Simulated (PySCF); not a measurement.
Molecule: SMILES C=C(C#N)CN, C$_{4}$H$_{6}$N$_{2}$.

Bonds (- single, = double, # triple, : aromatic): C1=C2 1.341 Å, C2-C3 1.436 Å, C3#N4 1.160 Å, C2-C5 1.518 Å, C5-N6 1.442 Å. C1 carries H7, H8; C5 carries H9, H10; N6 carries H11, H12. H8 is cis to C3; H7 is trans to C3.

Spin–spin couplings on one PBE0-D3(BJ)/def2-SVP geometry, PySCF, gas phase, non-relativistic, equivalent pairs averaged (spin–dipole term only in couplings to heteroatoms); isotopes $^{13}$C, $^{1}$H, $^{15}$N; basis pcJ-1.

How do the couplings (Hz) change with the functional? Times are CPU seconds on shared hosts with different chips, so compare them loosely.

Answers


```
functional  functions  $^{1}J$(C1,H8)  $^{1}J$(C1,H7)  $^{1}J$(C5,H9)  $^{1}J$(C2,C3)  $^{1}J$(C1,C2)  $^{1}J$(N6,H11)  $^{1}J$(C2,C5)  core-s
       LDA        222           135.1           132.0           109.4            62.9            58.5            -56.1            24.8      22
       PBE        222           159.8           156.0           132.2            72.6            70.8            -62.2            34.4      30
       KT2        222           171.1           166.9           140.2            58.9            59.1            -64.9            25.0      32
      PBE0        222           165.8           162.2           136.9            81.6            77.3            -65.0            41.0      53
     B97-2        222           159.4           156.1           130.3            80.1            76.0            -63.1            40.1      49
 BHandHLYP        222           189.8           186.0           155.8           100.5            94.6            -74.2            53.8      26
 CAM-B3LYP        222           172.4           168.6           141.8            84.6            78.3            -68.2            42.8      32
``` Left out for a near triplet instability: HF/pcJ-1.
